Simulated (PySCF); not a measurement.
Structure with atom numbers: `[CH3:1][S:2][SiH3:3]` (H(Xn): hydrogen on atom n).

Geometry: PBE0-D3(BJ)/def2-SVP; GIAO absolute shieldings from PySCF 2.14.0 with density-fitted response routines, gas phase, non-relativistic, averaged over equivalent atoms.

At PBE0/pcSseg-1 (95 basis functions, 4.7 s wall time on 1 thread of an Arm Neoverse V2, shared host):
```json
{"atoms": "C1", "σ (ppm)": "168.8"}
{"atoms": "S2", "σ (ppm)": "724.1"}
{"atoms": "Si3", "σ (ppm)": "397.9"}
{"atoms": "H(Si3)", "σ (ppm)": "26.74"}
{"atoms": "H(C1)", "σ (ppm)": "29.35"}
```

Question: Estimate the result of repeating the calculation with mPW1PW91/pcSseg-2.

Answer: 
```csv
atoms,σ at mPW1PW91/pcSseg-2,change
C1,167.7,-1.1
S2,704.4,-19.7
Si3,389.0,-8.9
H(Si3),26.72,-0.02
H(C1),29.26,-0.09
```

The largest change is at S2 (sulfur bonded to C, Si). Cost: 206 basis functions, 10 s wall time on 1 thread of an Arm Neoverse V2, shared host.
